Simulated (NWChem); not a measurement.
The numbers come from NWChem runs, not from measurements. System: ozone (O$_{3}$), charge 0, spin multiplicity 1, at a geometry optimised with PBE/def2-SVP. Level: CCSD(T)/def2-TZVP, 3 core orbitals frozen.

Job file:

```
start mol
memory heap 100 mb stack 700 mb global 1900 mb
geometry units angstroms nocenter noautoz
  O     -1.088940     0.000000    -0.216755
  O      0.000000     0.000000     0.433510
  O      1.088940     0.000000    -0.216755
  symmetry group C2v
end
basis spherical
  * library def2-tzvp
end
scf
  rhf
  nopen 0
  maxiter 100
  thresh 1e-7
  semidirect memsize 60000000 filesize 0
end
tce
  freeze core 3
  ccsd(t)
  2eorb
  2emet 13
  thresh 1e-6
  maxiter 100
  tilesize 24
end
task tce energy
```

Part of the output:

```
             Northwest Computational Chemistry Package (NWChem) 7.3.0
             --------------------------------------------------------

                                NWChem Input Module
                                -------------------

 Scaling coordinates for geometry "geometry" by  1.889725989
 (inverse scale =  0.529177249)

 Turning off AUTOSYM since
 SYMMETRY directive was detected!

                             Geometry "geometry" -> ""
                             -------------------------

 Output coordinates in angstroms (scale by  1.889725989 to convert to a.u.)

  No.       Tag          Charge          X              Y              Z
 ---- ---------------- ---------- -------------- -------------- --------------
    1 O                    8.0000    -1.08894000     0.00000000    -0.21675500
    2 O                    8.0000     0.00000000     0.00000000     0.43351000
    3 O                    8.0000     1.08894000     0.00000000    -0.21675500

 Effective nuclear repulsion energy (a.u.)      68.9556595112

            Nuclear Dipole moment (a.u.)
            ----------------------------
        X                 Y               Z
 ---------------- ---------------- ----------------
     0.0000000000     0.0000000000     0.0000000000

      Symmetry information
      --------------------

 Group name             C2v
 Group number             16
 Group order               4
 No. of unique centers     2

      Symmetry unique atoms

     1    2


 Summary of "ao basis" -> "" (spherical)
 ------------------------------------------------------------------------------
       Tag                 Description            Shells   Functions and Types
 ---------------- ------------------------------  ------  ---------------------
 *                         def2-tzvp                  on all atoms

 Summary of "ao basis" -> "ao basis" (spherical)
 ------------------------------------------------------------------------------
       Tag                 Description            Shells   Functions and Types
 ---------------- ------------------------------  ------  ---------------------
[...]
         Schwarz screening : 0.10D-09

          Correlation Information
          -----------------------
          Calculation type : Coupled-cluster singles & doubles w/ perturbation
   Perturbative correction : (T)
            Max iterations :      100
        Residual threshold : 0.10D-05
     T(0) DIIS level shift : 0.00D+00
     L(0) DIIS level shift : 0.00D+00
     T(1) DIIS level shift : 0.00D+00
     L(1) DIIS level shift : 0.00D+00
     T(R) DIIS level shift : 0.00D+00
     T(I) DIIS level shift : 0.00D+00
   CC-T/L Amplitude update :  5-th order DIIS
                I/O scheme : Global Array Library
        L-threshold :  0.10D-05
        EOM-threshold :  0.10D-05
 no EOMCCSD initial starts read in
 TCE RESTART OPTIONS
 SLICE:      F
 D4D5:       F
 quantumc:   F
 qrotation:  F
 pwtce:      F
 qducc:      F
 nacto:                         0
 nrotv:                         0
 nrot:                          0

            Memory Information
            ------------------
          Available GA space size is     249028151 doubles
          Available MA space size is     104850420 doubles

 Maximum block size supplied by input
 Maximum block size        24 doubles

 tile_dim =     24

 -------------------------------------------------

 Global array virtual files algorithm will be used

 Parallel file system coherency ......... OK

 4-electron integrals stored in orbital form

 v2    file size   =          3773467
 4-index algorithm nr.  13 is used
 imaxsize =       30
 imaxsize ichop =        0


CCSD iterations
 ---------------------------------------------------------
 Iter          Residuum       Correlation     Cpu    Wall
 ---------------------------------------------------------
    1   0.3074840199509  -0.7733876821130     0.7     0.7
    2   0.0949611013093  -0.7080609014340     0.6     0.6
    3   0.0401933037293  -0.7470554226393     0.7     0.7
    4   0.0269641611481  -0.7354057658197     0.6     0.6
    5   0.0123403212587  -0.7429261985009     0.6     0.6
    6   0.0045653372324  -0.7416999534837     0.7     0.7
    7   0.0031455587411  -0.7415959419897     0.7     0.7
    8   0.0014843466949  -0.7417724591262     0.7     0.7
    9   0.0013154131463  -0.7417570128007     0.8     0.8
   10   0.0006440760741  -0.7418668013890     0.8     0.8
   11   0.0001032233935  -0.7419547792619     0.8     0.8
   12   0.0000489336803  -0.7419369933073     0.9     0.9
   13   0.0000286095944  -0.7419453196284     0.8     0.8
   14   0.0000191485120  -0.7419419705713     0.9     0.9
   15   0.0000118801603  -0.7419438696543     0.7     0.7
   16   0.0000037919150  -0.7419433737954     0.7     0.7
   17   0.0000020089407  -0.7419433487369     0.8     0.8
   18   0.0000009192955  -0.7419433752410     0.8     0.8
 -----------------------------------------------------------------
 Iterations converged
 CCSD correlation energy / hartree =        -0.741943375241034
 CCSD total energy / hartree       =      -225.095227763517187

 Singles contributions

 Doubles contributions
    13b2  (alpha)    13b2  (beta ) ---    12a2  (alpha)    12a2  (beta )       -0.1886065243
 CCSD(T)
 Using plain CCSD(T) code
             total no. of tasks          925
 total no. of tasks / no. procs          925
                         wl_min         1728           3.5
                         wl_max       663552           9.3
        thresh for no. of tasks          925

 CCSD[T]  correction energy / hartree =        -0.050180199560993
 CCSD[T] correlation energy / hartree =        -0.792123574802027
 CCSD[T] total energy / hartree       =      -225.145407963078185
 CCSD(T)  correction energy / hartree =        -0.046552667472927
 CCSD(T) correlation energy / hartree =        -0.788496042713962
 CCSD(T) total energy / hartree       =      -225.141780430990110

 Task  times  cpu:       40.4s     wall:       40.4s

 Total times  cpu:       40.5s     wall:       40.5s
```
